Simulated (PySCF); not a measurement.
Spectrum to structure. Computed with PySCF, TDDFT CAM-B3LYP/def2-SVPD, vertical, gas phase, core orbitals frozen in the response. Geometries: GFN2-xTB, one conformer each.

```tsv
state	E (eV)	f	main configurations (H = HOMO, L = LUMO)
S1	5.18	0.0025	H→L (93%)
S2	6.93	0.035	H→L+1 (64%), H→L+2 (26%)
S3	7.59	0.014	H→L+2 (47%), H→L+1 (27%), H→L+5 (16%)
S4	7.76	0.205	H-1→L (86%)
S5	8.08	0.0013	H-1→L+1 (69%), H-1→L+2 (21%)
S6	8.24	0.012	H→L+3 (70%), H→L+4 (12%)
S7	8.36	0.0006	H→L+4 (70%), H→L+3 (11%)
S8	8.70	0.017	H→L+5 (46%), H→L+2 (15%)
```

Triplets computed (Tamm–Dancoff): 4.49, 5.07, 6.70 eV.

Orbital energies (eV): HOMO-3 -11.23, HOMO-2 -10.87, HOMO-1 -9.73, HOMO -8.48, LUMO 1.11, LUMO+1 1.31, LUMO+2 1.91.

Question: Which candidate is it?
A. `c1nn(cc1)C`
B. `C1CCC(C1)=N`
C. `C#C[C@H](C)NC`
D. `c1nc[nH]n1`

Answer: B. Its S1, at 5.18 eV, is the lowest among the candidates; the nearest of the others has S1 at 6.29 eV. S1 is HOMO→LUMO (93%). Löwdin shares by element: HOMO nitrogen 56%, carbon 22% or more, hydrogen 8% or more; LUMO carbon 45% or more, nitrogen 24% (atoms not listed hold the other 30%). At the same level the other candidates give, for their lowest levels:
- `Cn1cccn1`: 6.65 eV (f 0.122); 6.93 eV (f 0.079); 6.94 eV (f 0.004); 6.98 eV (f 0.032); 7.07 eV (f 0.012); T1 4.72 eV; HOMO -8.43, LUMO 1.34 eV
- `c1nc[nH]n1`: 6.43 eV (f 0.006); 7.31 eV (f 0.103); 7.45 eV (f 0.000); 7.51 eV (f 0.004); 7.64 eV (f 0.029); T1 4.91 eV; HOMO -9.34, LUMO 1.11 eV
- `C#C[C@H](C)NC`: 6.29 eV (f 0.008); 6.59 eV (f 0.002); 6.81 eV (f 0.004); 6.86 eV (f 0.006); 7.16 eV (f 0.003); T1 5.47 eV; HOMO -8.10, LUMO 1.34 eV
